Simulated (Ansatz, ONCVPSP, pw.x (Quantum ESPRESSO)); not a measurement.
# pw.x on bcc W: one setting changed

Potential: optimised norm-conserving Vanderbilt (ONCV), ONCVPSP 4.0.1.1 (patched build), PBEsol; core [Xe] 4f14, reference 5d4 6s1.5 6p0.5; waves: 6s: rc 2.65 bohr, ncon 5, nbas 8, qcut 2 1/bohr, 2 projectors, debl 3.5 Ha; 6p: rc 2.85 bohr, ncon 5, nbas 9, qcut 2.3 1/bohr, 2 projectors, debl 2.1 Ha; 5d: rc 1.70 bohr, ncon 4, nbas 8, qcut 4.7 1/bohr, 1 projector; local part: polynomial inside 1.65 bohr (lpopt 5, dvloc0 4 Ha); core correction: none.

The reference run (k-mesh 15³, cutoffs 165/660 Ry, Fermi–Dirac 0.01 Ry, mixing_beta 0.4, conv_thr 1e-9, no spin) gives -3.04 GPa at 15.687 Å³/atom, where all-electron LAPW gives 0.22 GPa. This run, with its own iteration cap, changes nbnd to 6.

```
&control
  calculation='scf', prefix='x', pseudo_dir='./', outdir='./tmp', tstress=.true., disk_io='none'
/
&system
  ibrav=0, nat=1, ntyp=1, ecutwfc=165, ecutrho=660, nbnd=6,
  occupations='smearing', smearing='fd', degauss=0.01
/
&electrons
  conv_thr=1e-09, mixing_beta=0.4, electron_maxstep=60
/
ATOMIC_SPECIES
W 1.0 W.UPF
CELL_PARAMETERS angstrom
  -1.57698163 1.57698163 1.57698163
  1.57698163 -1.57698163 1.57698163
  1.57698163 1.57698163 -1.57698163
ATOMIC_POSITIONS crystal
W 0.0000 0.0000 0.0000
K_POINTS automatic
15 15 15 0 0 0
```

```bash
pw.x < W.scf.in > W.scf.out
```

**Question.** How does the run end?

**Answer.** It converges in 9 iterations; the free energy moves by +0.0 meV/atom and the pressure by +0.00 GPa. The result is that of the reference run.

```
Message from routine setup:
     using ibrav=0 with symmetry is DISCOURAGED, use correct ibrav instead
     lattice parameter (alat)  =       5.1616  a.u.
     unit-cell volume          =     105.8611 (a.u.)^3
     number of electrons       =         6.00
     number of Kohn-Sham states=            6
     kinetic-energy cutoff     =     165.0000  Ry
     charge density cutoff     =     660.0000  Ry
     scf convergence threshold =      1.0E-09
     Exchange-correlation= PBESOL
     number of k points=   120  Fermi-Dirac smearing, width (Ry)=  0.0100
     iteration #  1     ecut=   165.00 Ry     beta= 0.40
     total energy              =     -15.52316042 Ry
     estimated scf accuracy    <       0.05109907 Ry
     iteration #  2     ecut=   165.00 Ry     beta= 0.40
     total energy              =     -15.51821912 Ry
     estimated scf accuracy    <       0.01364651 Ry
     iteration #  3     ecut=   165.00 Ry     beta= 0.40
     total energy              =     -15.52099124 Ry
     estimated scf accuracy    <       0.00060255 Ry
     iteration #  4     ecut=   165.00 Ry     beta= 0.40
     total energy              =     -15.52112372 Ry
     estimated scf accuracy    <       0.00021394 Ry
     iteration #  5     ecut=   165.00 Ry     beta= 0.40
     total energy              =     -15.52114928 Ry
     estimated scf accuracy    <       0.00003536 Ry
     iteration #  6     ecut=   165.00 Ry     beta= 0.40
     total energy              =     -15.52115345 Ry
     estimated scf accuracy    <       0.00000012 Ry
     iteration #  7     ecut=   165.00 Ry     beta= 0.40
     total energy              =     -15.52115394 Ry
     estimated scf accuracy    <       0.00000007 Ry
     iteration #  8     ecut=   165.00 Ry     beta= 0.40
     total energy              =     -15.52115393 Ry
     estimated scf accuracy    <       0.00000002 Ry
     iteration #  9     ecut=   165.00 Ry     beta= 0.40
     the Fermi energy is    15.5374 ev
!    total energy              =     -15.52115394 Ry
     estimated scf accuracy    <          3.1E-10 Ry
     smearing contrib. (-TS)   =      -0.00225821 Ry
     The total energy is F=E-TS. E is the sum of the following terms:
     one-electron contribution =      10.40259632 Ry
     hartree contribution      =       0.13795294 Ry
     xc contribution           =      -4.07796552 Ry
     ewald contribution        =     -21.98147947 Ry
     convergence has been achieved in   9 iterations
          total   stress  (Ry/bohr**3)                   (kbar)     P=      -30.47
     Message from routine punch:
     Nothing written, as per user request (disk_io='none')
```

The run took about 39 s on one core of a shared host (Neoverse-V2, 32 threads, 247 GiB, load 26).
